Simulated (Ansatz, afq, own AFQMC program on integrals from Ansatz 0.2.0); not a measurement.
Integrals from Ansatz 0.2.0, then the random walk in our own AFQMC program (afq).

```yaml
crystal:
  periodic: [false, false, false]
  atoms:
    - {symbol: Si, position_ang: [0.009460, -0.103752, 0.602203]}
    - {symbol: N, position_ang: [-0.087242, 0.144329, -1.180713]}
    - {symbol: H, position_ang: [0.265634, 1.182906, 1.319057]}
    - {symbol: H, position_ang: [0.683123, -0.297565, -1.691380]}
basis:
  gaussian: {orbitals: cc-pVDZ}
magnetization: {spin_polarized: true, initial_magnetization: 3}
correlation: {method: ccsd_t, electrons: outside_noble_gas, hamiltonian_folder: ham}
```

```sh
$ ansatz run in.yaml --threads 1 --pin off --events-out ev --progress --plain --max-ram 1382MiB
```

Options of the walk:

```
--method phaseless --trial cisd --walkers 60 --populations 1 --least-time 40 --time-step 0.005 --steps-per-block 50 --equilibration-blocks 28 --max-blocks 300 --target-error 0.0004 --factor-cut 1e-05 --start spin_pure --seed 5640 --release-times 0.24,0.51,0.99,1.62,2.4 --release-step 0.03 --release-every 4 --taylor-order 6
```

Times are imaginary, in 1/Eh. The walk had a cap of 1161 s.

afq prints:

```
orbitals 36  electrons 7 4  factors 272 of 407
reference energy -344.42626508 Eh
CCSD correlation -0.22751043 Eh in 17 cycles, weight of the determinant in the CISD state 0.8927
energy of the start -344.653366 Eh
 block  time / (1/Eh)  mean weight  energy / Eh
     1     0.250  1.0003  -344.650975
     2     0.500  0.9999  -344.653998
     3     0.750  1.0001  -344.652718
     4     1.000  1.0017  -344.654318
     5     1.250  1.0028  -344.657284
     8     2.000  1.0018  -344.659063
    17     4.250  1.0001  -344.658936
    41    10.250  1.0002  -344.662177
    65    16.250  1.0009  -344.657636
    89    22.250  1.0027  -344.660710
   113    28.250  0.9994  -344.660559
   137    34.250  1.0026  -344.658742
   161    40.250  1.0014  -344.655503
   169    42.250  0.9967  -344.680235
   185    46.250  0.9961  -344.661231
   209    52.250  0.9992  -344.664873
   233    58.250  0.9968  -344.662873
   257    64.250  0.9997  -344.662579
   281    70.250  0.9994  -344.658890
   289    72.250  1.0026  -344.654458
   305    76.250  1.0017  -344.661656
   321    80.250  1.0008  -344.670445
blocks merged  error / Eh  count
     1  0.000262  300
     2  0.000309  150
     4  0.000372  75
     8  0.000461  37
    16  0.000569  18
    32  0.000594  9
released: time / (1/Eh)  energy / Eh  error  mean overlap
  0.24  -344.660396  0.000441  1.0073
  0.51  -344.660937  0.000378  0.9909
  0.99  -344.660722  0.000487  0.9911
  1.62  -344.661202  0.000504  0.9894
  2.40  -344.661811  0.000553  0.9827
energy -344.661529 +/- 0.000569 Eh
(rows thinned)
```

The run passed its tests (sampling time, drift between the halves within three errors, error under three times the target), which doesn't prove that it has relaxed.

Against this walk (error 15.5 meV) on the same determinant: CCSD(T) 51.8 meV higher, CCSDT(Q) 10.6 meV higher (within the noise). The error is statistical and leaves out the bias of the constraint. Released to 2.40 1/Eh the energy moves by -8 ± 22 meV (both errors), within twice the noise.

Cautions: constraint bias not in the error; error above the target (15.5 against 10.9 meV); lower spins were not checked.

The walk took 8.9 min on 1 thread of Arm Neoverse V1, with other jobs on the host. The log's last line is the phaseless energy.

CCSDT and higher add their correlation energy to the determinant of the CCSD(T) run, since their own runs factorise the integrals more tightly (a shift of under 2 meV).
